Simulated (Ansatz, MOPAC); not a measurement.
Molecule: C₅H₇, charge 0, multiplicity 2. SMILES: [CH]1CC12CC2

Atoms: C1, C2, C3, C4, C5, H6, H7, H8, H9, H10, H11, H12. Bonds: C1-C2, C1-C3, C1-C4, C1-C5, C2-C3, C2-H6, C3-H7, C3-H8, C4-C5, C4-H9, C4-H10, C5-H11, C5-H12.

Bond lengths (Å) and angles (degrees) optimised at AM1 with MOPAC; MNDO with MOPAC; B3LYP/6-31G* with Ansatz (a program for electronic structure); MP2/6-31G* with Ansatz, each started from the B3LYP-D3(BJ)/def2-TZVP structure (Ansatz) of the last column. A row stands for all coordinates that are equal there; 11 of 33 kinds are shown. 6-31G* holds six Cartesian d functions. No wavenumbers were computed at MNDO, MP2/6-31G*, so these may be saddle points.

| coordinate | AM1 | MNDO | B3LYP/6-31G* | MP2/6-31G* | B3LYP-D3(BJ)/def2-TZVP |
|---|---|---|---|---|---|
| C1-C2 | 1.432 | 1.458 | 1.437 | 1.440 | 1.427 |
| C1-C3 | 1.498 | 1.530 | 1.511 | 1.502 | 1.504 |
| C1-C4 | 1.484 | 1.512 | 1.496 | 1.487 | 1.489 |
| C1-C5 | 1.484 | 1.512 | 1.498 | 1.488 | 1.491 |
| C2-C3 | 1.459 | 1.480 | 1.490 | 1.492 | 1.484 |
| C2-H6 | 1.064 | 1.058 | 1.084 | 1.083 | 1.079 |
| C3-H7 | 1.107 | 1.098 | 1.092 | 1.089 | 1.087 |
| C4-C5 | 1.504 | 1.527 | 1.520 | 1.519 | 1.516 |
| C2-C1-C3 | 59.7 | 59.3 | 60.7 | 60.9 | 60.8 |
| C2-C1-C4 | 139.0 | 139.0 | 138.9 | 138.5 | 138.6 |
| C2-C1-C5 | 139.0 | 139.0 | 139.1 | 138.7 | 139.1 |

Mean signed difference of all 13 bond lengths from B3LYP-D3(BJ)/def2-TZVP: AM1 0.005 Å, MNDO 0.013 Å, B3LYP/6-31G* 0.006 Å, MP2/6-31G* 0.003 Å.
